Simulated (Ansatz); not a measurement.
We consider rhombohedral A7 As, described by LDA (Ansatz, a program for electronic structure, plane waves, PAW).

Settings: plane-wave cutoff 520 eV, 18×18×18 k mesh, Fermi–Dirac smearing 0.05 eV, scalar-relativistic PAW data made under PBE.

Shape and atoms are relaxed at each volume.

Pressure at four volumes; x = ln(V/20.381 Å³). One pressure is withheld.

```
V (Å³/atom)        x  P (GPa)
-----------  -------  -------
19.566       -0.0408     2.57
20.381        0.0000     0.00
20.788        0.0198    -1.02
21.196        0.0392        ?
```

Question: Pass a parabola P(x) through the three rows shown, estimate the bulk modulus and its pressure derivative near zero pressure, and predict the withheld pressure.

Answer: Slopes between the rows: (0.00 − (2.57))/(0.0000 − (-0.0408)) = -62.99 and (-1.02 − (0.00))/(0.0198 − (0.0000)) = -51.52 GPa. Their difference over the span 0.0606 is c = 11.47/0.0606 = 189.3 GPa, so P(x) = 2.57 + (-62.99)(x − (-0.0408)) + 189.3 (x − (-0.0408))(x − (0.0000)). At the middle row B = −dP/dx = −[-62.99 + 189.3 × 0.0408] = 55.3 GPa, and B′ = dB/dP = 2c/B = 6.8. At x = 0.0392 the parabola gives -1.88 GPa; the run gives -1.88 GPa. The Birch–Murnaghan fit to the energies at all volumes has B0 = 55.0 GPa and B′ = 6.9.

Measured, for comparison: bulk modulus 40.8 GPa (copied from a table, unchecked, extrapolated to 0 K and zero-point effects removed; as tabulated in Lejaeghere et al. (2013), arXiv:1204.2733). Computed less measured: bulk modulus not scored (unchecked).
